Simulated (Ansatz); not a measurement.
C4H6O can be A, `CC1=C(O)C1`, or B, `CC1(O)C=C1`.

Computed with Ansatz on PBE0-D4/def2-TZVP structures; ΔE is electronic, products minus reactants. CCSD(T)/CBS is the MP2 limit (def2-TZVPP, def2-QZVPP) plus CCSD(T) − MP2 in def2-TZVPP, frozen cores. DFT in def2-TZVPP. B3LYP here is the variant with VWN-RPA as its local correlation; programs differ in this. Each species was taken in one conformer, which may not be the lowest.

(1) Which isomer does CCSD(T)/CBS put lower? Give the gap. (Best estimate.)

(2) Give E(B) − E(A) in kJ/mol with HF/def2-TZVPP, B3LYP-D4, MP2/def2-TZVPP, PBE0-D4, ωB97M-V, B3LYP, B2PLYP. (An estimate is asked.)

Largest T1 diagnostic: 0.011.

Answers

(1) The calculation gave: B, by 9.6 kJ/mol.

(2) The calculation gave: HF/def2-TZVPP -1.9, B3LYP-D4 3.0, MP2/def2-TZVPP -3.9, PBE0-D4 5.8, ωB97M-V -4.4, B3LYP 5.5, B2PLYP 1.0. The order is the other way round with B3LYP-D4, PBE0-D4, B3LYP, B2PLYP.
